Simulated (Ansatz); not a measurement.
Start from `C=C=CCCl` and change one atom or group to get `C=C=CN=C`.

Ansatz, PBE0-D4/def2-TZVP geometries, multiplicity 1. Each molecule was computed in one conformer, which needn't be the lowest.

```tsv
property	`C=C=CCCl`
HOMO energy (ωB97M-V/def2-TZVPP) / eV	-9.90
size of the dipole moment (ωB97M-V/def2-TZVPP) / D	2.02
HOMO energy (PBE/def2-TZVPP) / eV	-6.54
LUMO energy (ωB97M-V/def2-TZVPP) / eV	1.81
size of the dipole moment (PBE/def2-TZVPP) / D	1.95
size of the dipole moment (B3LYP/def2-TZVPP) / D	2.01
```

Give the same properties after the change, and the shifts. (Best estimate.)

Computed: 
| property | `C=C=CN=C` | shift |
| --- | --- | --- |
| HOMO energy (ωB97M-V/def2-TZVPP) / eV | -9.24 | 0.66 |
| size of the dipole moment (ωB97M-V/def2-TZVPP) / D | 1.34 | -0.68 |
| HOMO energy (PBE/def2-TZVPP) / eV | -6.11 | 0.43 |
| LUMO energy (ωB97M-V/def2-TZVPP) / eV | 1.03 | -0.78 |
| size of the dipole moment (PBE/def2-TZVPP) / D | 1.22 | -0.73 |
| size of the dipole moment (B3LYP/def2-TZVPP) / D | 1.31 | -0.70 |

With PBE0 the HOMO rises by 0.57 eV and the LUMO falls by 0.80 eV, so the gap narrows by about 1.37 eV. PBE moves the HOMO by 0.43 eV and ωB97M-V by 0.66 eV. Dipoles are sizes alone; their direction can turn.

B3LYP here is the variant with VWN-RPA as its local correlation; programs differ in this.
